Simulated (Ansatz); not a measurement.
A made-up structure of C2HO, doublet:

C1  (-0.836, 0.474, -0.471)
C2  (0.261, 0.015, 0.098)
O3  (-0.618, -1.000, 0.057)
H4  (1.194, 0.512, 0.316)
(Å)

It is relaxed with PBE-D4/def2-SVP and then PBE0-D4/def2-TZVP (Ansatz 0.2.0). Atoms count as bonded within 1.22 times the sum of their covalent radii (H–H: 0.88 Å). The end point is not checked to be a true minimum.

Does its bonding change? (Judge from chemistry; the calculation decides.)

The calculation gives: No: no bond forms or breaks.

Where it ends: The first stage lowers the energy by 0.51 eV in 6 steps. It ends as C₂HO ([C]1[CH][O]1):
```csv
atom,x (Å),y (Å),z (Å)
C1,-0.9653,0.4388,-0.5113
C2,0.2263,0.1579,0.0417
O3,-0.4940,-0.9451,0.0892
H4,1.2330,0.3485,0.3804
```

Labels in which every atom is bracketed show which atoms are joined, not bond orders.

For scale, one of the runs: PBE0-D4/def2-TZVP relaxation, 99 basis functions, launched by `ansatz run in.yaml --threads 2 --pin off --events-out ev --progress --plain --max-ram 4352MiB`. The run took about 9 s on 2 CPU threads of an Arm Neoverse V2 (shared host).
